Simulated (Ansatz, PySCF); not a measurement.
This Ansatz (a first-principles code) input computes a CAM-B3LYP/def2-TZVPD energy:

Ansatz 0.2 input:
```yaml
crystal:
  periodic: [false, false, false]
  atoms:
    - {symbol: C, position_ang: [1.16910222, -0.36617596, 0.02828903]}
    - {symbol: C, position_ang: [-0.10408161, 0.53431809, 0.00128847]}
    - {symbol: N, position_ang: [-1.34669152, -0.13737348, 0.07933010]}
    - {symbol: H, position_ang: [2.11280067, 0.21329900, 0.02223681]}
    - {symbol: H, position_ang: [1.14463869, -1.00560646, 0.91783451]}
    - {symbol: H, position_ang: [1.17011329, -1.02478128, -0.84891733]}
    - {symbol: H, position_ang: [0.06656603, 1.21425004, -0.89406259]}
    - {symbol: H, position_ang: [-0.00646576, 1.21717278, 0.86877351]}
    - {symbol: H, position_ang: [-1.45093600, -0.66157262, -0.79864059]}
basis:
  gaussian:
    orbitals: def2-TZVPD
hamiltonian:
  xc: {name: CAM-B3LYP}
total_charge: -1
output: {forces: true}
```

### Question
Write an input for the same energy in PySCF and say what it gives.

### Answer

```python
from pyscf import gto, scf, dft

mol = gto.M(
    atom='''
    C     1.16910222   -0.36617596    0.02828903
    C    -0.10408161    0.53431809    0.00128847
    N    -1.34669152   -0.13737348    0.07933010
    H     2.11280067    0.21329900    0.02223681
    H     1.14463869   -1.00560646    0.91783451
    H     1.17011329   -1.02478128   -0.84891733
    H     0.06656603    1.21425004   -0.89406259
    H    -0.00646576    1.21717278    0.86877351
    H    -1.45093600   -0.66157262   -0.79864059
    ''',
    basis='def2-tzvpd',
    charge=-1,
    spin=0,
    verbose=4,
)

mf = dft.RKS(mol, xc='camb3lyp').density_fit(auxbasis='def2-universal-jkfit')
mf.grids.level = 3
mf.conv_tol = 1e-9
mf.max_cycle = 100
mf.max_memory = 1500
mf.kernel()
if not mf.converged:
    mf = mf.newton()
    mf.kernel(mf.make_rdm1())
mf.analyze()
```
It gives -134.50208 Eh, and Ansatz -134.50201 Eh, a difference of 0.07 mEh, from the treatment of integrals and grids.

It need not be the lowest isomer of its formula. Whether it binds its extra electron was not tested at this geometry.
